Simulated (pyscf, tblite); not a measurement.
`[F][SiH2][SiH3]` -> `[SiH4]` + `[F][SiH]` [singlet]: energy along the mass-weighted descent from the GFN2-xTB saddle (tblite), relative to the relaxed reactant side.

| s (amu^1/2 bohr) | E (kcal/mol) |
|---|---|
| -5.64 | 0.1 |
| -5.16 | 0.6 |
| -4.20 | 4.5 |
| -3.12 | 14.0 |
| -2.16 | 26.7 |
| -1.08 | 42.1 |
| 0.000 | 46.6 |
| 0.960 | 44.7 |
| 2.04 | 39.6 |
| 3.00 | 37.7 |
| 4.08 | 36.5 |
| 5.16 | 35.8 |
| 6.12 | 35.3 |
| 7.20 | 34.9 |
| 8.16 | 34.6 |
| 9.24 | 34.3 |
| 10.3 | 34.1 |
| 11.3 | 33.9 |
| 12.4 | 33.8 |
| 12.5 | 33.5 |
| 12.7 | 33.4 |

**Question.** The GFN2-xTB barrier from the reactant side is 46.6 kcal/mol. What does ωB97X-D3(BJ) (PySCF) give from its own reactant-side minimum, in def2-SVP and in def2-TZVP?

**Answer.** 51.9 kcal/mol in the double-zeta basis after reoptimising the saddle, and 50.8 kcal/mol in the triple-zeta single point, so the tight-binding barrier lies 4.1 kcal/mol under the latter. The imaginary mode goes from 629i to 475i cm⁻¹.
